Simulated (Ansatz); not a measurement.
Cost and result for the atomization energy of `NC(N)(O)F` (10 atoms, 9 bonds).

```xyz
10

N     0.8855    0.1280    0.9715
C     0.0399    0.2916   -0.1629
N    -0.1727   -0.9734   -0.7616
O    -1.1896    0.9150    0.0585
F     0.6894    1.1834   -0.9898
H     1.0384    1.0255    1.4128
H     0.4602   -0.5035    1.6367
H     0.7101   -1.4385   -0.9247
H    -0.6743   -0.8676   -1.6335
H    -1.7869    0.2396    0.3929
```

The species carries charge 0 and has multiplicity 1. Geometry: relaxed with PBE0-D4/def2-TZVP. It is one conformer, not always the lowest. Program: Ansatz. All runs use 4 threads of an Arm Neoverse V1 on a shared host. Times are those of one run each, without the atoms' runs, and a repeat can differ threefold. Electronic energies, without spin–orbit coupling; frozen cores. CCSD(T)/CBS adds CCSD(T) − MP2 in def2-TZVPP to the MP2 limit, and its time is that of the two runs behind it. T1 = 0.011. B3LYP takes the VWN-RPA correlation (the form of Gaussian; ORCA's B3LYP/G).

CCSD(T)/CBS is a level of theory with its own doubt, some kJ/mol a heavy atom from the limit and from the frozen cores, so smaller differences don't rank the functionals.

```tsv
level	functions	wall time	atomization (kJ/mol)	difference from CCSD(T)/CBS	per bond
LDA (SPW92)/def2-TZVPP	225	0.95 s	4414.0	706.1	78.5
revPBE-D4/def2-TZVPP	225	1.5 s	3711.2	3.3	0.4
PBE0-D4/def2-TZVPP	225	2 s	3713.2	5.3	0.6
BHLYP-D4/def2-TZVPP	225	2 s	3529.8	-178.1	-19.8
CAM-B3LYP-D4/def2-TZVPP	225	2.5 s	3741.1	33.2	3.7
B3LYP-D4/def2-TZVPP (with forces)	225	3 s	3708.3	0.4	0.0
B2PLYP/def2-TZVPP	225	3.8 s	3664.3	-43.6	-4.9
CCSD(T)/def2-SVP	95	4.2 s	3455.8	-252.1	-28.0
ωB97X-V/def2-TZVPP	225	5.5 s	3726.4	18.5	2.1
ωB97M-V/def2-TZVPP (with forces)	225	8 s	3731.6	23.7	2.6
MP2/def2-QZVPP	435	17 s	3747.1	39.2	4.4
CCSD(T)/def2-TZVPP	225	110 s	3582.2	-125.7	-14.0
CCSD(T)/CBS(def2)	–	2.2 min	3707.9	0.0	0.0
```

Leaving LDA and LC-ωPBE aside and taking each functional with its dispersion term where it has one, the values, not all of them listed here, spread over 310.0 kJ/mol, from BHLYP-D4 to PBE-D4. LDA lies +589.4 kJ/mol from PBE without D4, its usual overbinding. The D4 term adds +24.3 kJ/mol with B3LYP and +12.5 kJ/mol with PBE0; it sums over pairs of atoms, weighted by their polarisabilities, and B3LYP, whose exchange is more repulsive, gets the larger term. At CCSD(T), def2-SVP lies −252.2 kJ/mol from the extrapolated value and def2-TZVPP −125.7 kJ/mol: correlation converges slowly with the basis, and small sets miss more of it in the bonded molecule than in its fragments.
